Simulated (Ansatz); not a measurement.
Mulliken charges of AlCl2 (`[Cl][Al][Cl]`) radical from r2SCAN/def2-TZVPP in Ansatz (PBE0-D4/def2-TZVP geometry).

| atom | x (Å) | y (Å) | z (Å) | charge (e) |
| --- | --- | --- | --- | --- |
| Cl1 | 1.375 | 0.868 | 0.839 | -0.229 |
| Al2 | -0.432 | 0.521 | -0.177 | 0.459 |
| Cl3 | -0.954 | -1.454 | -0.675 | -0.229 |

By hand: the dipole of these point charges (1 e Å = 4.8032 D).

Σ q r = (-0.295, 0.373, -0.119) e Å, of length 0.490 e Å = 2.35 D.

How does the dipole of the full density compare? (An estimate is asked.)

Computed: (-0.177, 0.224, -0.071) e Å, 1.41 D; the point charges give 1.67 times that, at 0° from its direction.

Point charges leave out the atoms' own dipoles, such as those of lone pairs, and Mulliken's split depends on the basis, so the two needn't agree.
